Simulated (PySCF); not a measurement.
# C2H2Cl2F2 (1,1-dichloro-2,2-difluoroethane): the cost of one run

The runs use PySCF 2.14.0, with density-fitted response routines of our own; the level of theory stands in each step. All values are computed, except where a source is named. Atoms count from 0, in the outputs and in this text.

**1. The molecule as given**

8 atoms, charge 0, multiplicity 1; geometry from: MMFF94s. The atoms were then displaced at random by about 0.03 Å, so the start is not that level's minimum.

Bonds of the start (Å): F0–C1 1.29, C1–F2 1.37, C1–C3 1.63, C3–Cl4 1.72, C3–Cl5 1.77, C1–H6 1.08, C3–H7 1.07.

**2. Optimising the geometry at PBE0-D3(BJ)/def2-SVP**

The job: settings as JSON, then the geometry in Å.

```
{"job": {"xc": "PBE0", "basis": "def2-SVP", "d3": "d3bj", "grid": 1, "shake": 0.03, "kind": "geom"}, "charge": 0, "multiplicity": 1}
F     -1.192870     1.042140     0.525740
C     -0.791990     0.059260    -0.211950
F     -1.557130    -1.025870     0.138700
C      0.808450    -0.155850     0.042510
Cl     1.689730     1.141310    -0.654470
Cl     1.058010    -0.327540     1.785820
H     -0.949920     0.254150    -1.263320
H      1.073960    -1.073260    -0.446730
```

Started as:

```
$ OMP_NUM_THREADS=1 python probes_run.py task.json out
```

One launch serves the whole session: the jobs run in the order shown.

**Question.** How long does this first job take on 1 thread of Intel Xeon Platinum 8259CL at 2.50GHz, shared host, and how much memory does it need?

About 32 s, with a peak of 0.44 GiB.
